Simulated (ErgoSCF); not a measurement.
# SOF2 (thionyl fluoride): BHLYP/def2-SV(P)

What is the vertical ionisation energy of SOF2 (thionyl fluoride) at BHLYP/def2-SV(P)? 

The calculation is run with ErgoSCF 3.8.

4 further runs of the same task are left out: 2 that didn't finish, 2 set aside as unsound or not needed.

## (1) The molecule

SOF2: 4 atoms, total charge 0, spin state singlet. SMILES: `O=S(F)F`. Geometry: relaxed at PBE0-D4/def2-TZVP.

Bond lengths: O1–S2 1.419 Å, S2–F3 1.588 Å, S2–F4 1.588 Å. Angles: O1–S2–F3 106.5°, O1–S2–F4 106.4°, F3–S2–F4 93.0°.

## (2) A single-point energy at BHLYP/def2-SV(P)

The input, run.inp:

```
set_nthreads(1)
molecule_inline
O  1.76198064 0.12585576 -1.92336325
S  -0.28591556 -0.80540127 -0.46430571
F  -2.12480805 1.51971775 0.00075589
F  0.64874298 -0.84017224 2.38691307
EOF
scf.max_number_of_iterations = 80
tmpdir = "."
basis = "def2-SV(P)"
scf.output_mulliken_pop = 1
XC.type = "GC2"
charge = 0
run "BHandHLYP"
```

The basis set def2-SV(P) is read from a file made from the Basis Set Exchange's data (not shown).

Started as:

```
$ ergo run.inp
```

What it wrote:

```text
[...]
INDF Weighted mixed functional:
[...]
INSC Energy   1 =       -362.24965358921
[...]
INDE PURIFICATION CONVERGED after 30 iterations
[...]
INDE PURIFICATION CONVERGED after 34 iterations
[...]
INDE PURIFICATION CONVERGED after 30 iterations
[...]
INDE PURIFICATION CONVERGED after 30 iterations
[...]
INDE E(LUMO) - E(HOMO) <=          0.48882229751 =         13.30153240677 eV
[...]
INSC Energy  25 =       -672.57700834471  ( diff     -0.000000000023761 )
[...]
RESC CONVERGED after  25 iterations.
RESC FINAL ENERGY:       -672.57700834471
[...]
INSC SCF: dipole_moment_x [atomic units] =      -0.50193226
INSC SCF: dipole_moment_y [atomic units] =      -0.61782416
INSC SCF: dipole_moment_z [atomic units] =      -0.02782140
[...]
```

Wall time 20 s (1 thread of Intel Xeon Platinum 8488C (Sapphire Rapids), shared host); peak memory 0.26 GiB.

## (3) The doublet cation, same level

The input, ergo.in:

```
# F2OS, BHandHLYP
set_nthreads(1)
molecule_inline
O      1.76198064     0.12585576    -1.92336325
S     -0.28591556    -0.80540127    -0.46430571
F     -2.12480805     1.51971775     0.00075589
F      0.64874298    -0.84017224     2.38691307
EOF
tmpdir = "."
XC.type = "GC2"
scf.output_mulliken_pop = 1
charge = 1
basis = "def2-SV(P)"
scf.max_number_of_iterations = 80
spin_polarization = 1
run "BHandHLYP"
```

The basis set def2-SV(P) is read from a file made from the Basis Set Exchange's data (not shown).

Started as:

```
$ ergo < ergo.in
```

What it wrote:

```text
[...]
INDF Weighted mixed functional:
[...]
INSC Energy   1 =       -357.15851605485
[...]
INDE PURIFICATION CONVERGED after 30 iterations
[...]
INDE PURIFICATION CONVERGED after 43 iterations
[...]
INDE PURIFICATION CONVERGED after 32 iterations
[...]
INDE E(LUMO) - E(HOMO) <=          0.32131709872 =          8.74348372254 eV
[...]
INSC Energy  34 =       -672.11928077758  ( diff     -0.000000000002274 )
[...]
RESC CONVERGED after  34 iterations.
RESC FINAL ENERGY:       -672.11928077758
RESC FINAL <S2> =          0.77114594953
[...]
INSC SCF: dipole_moment_x [atomic units] =      -0.23967773
INSC SCF: dipole_moment_y [atomic units] =      -0.87026224
INSC SCF: dipole_moment_z [atomic units] =      -0.58226242
[...]
```

Run time: 43 s. Hardware: 1 thread of Intel Xeon Platinum 8488C (Sapphire Rapids), shared host; peak memory 0.26 GiB.

## (4) Results

At BHLYP/def2-SV(P):

```
                                          quantity          value
                        singlet SOF2: total energy  -672.57701 Eh
                       singlet SOF2: dipole moment         2.02 D
                      doublet cation: total energy  -672.11928 Eh
                              doublet cation: ⟨S²⟩          0.771
vertical ionisation energy (to the doublet cation)      12.455 eV
```

The vertical ionisation energy comes to 12.46 eV (287 kcal/mol). Mulliken charges (singlet SOF2) run from -0.47 on O1 to +1.18 on S2; they depend strongly on the basis.
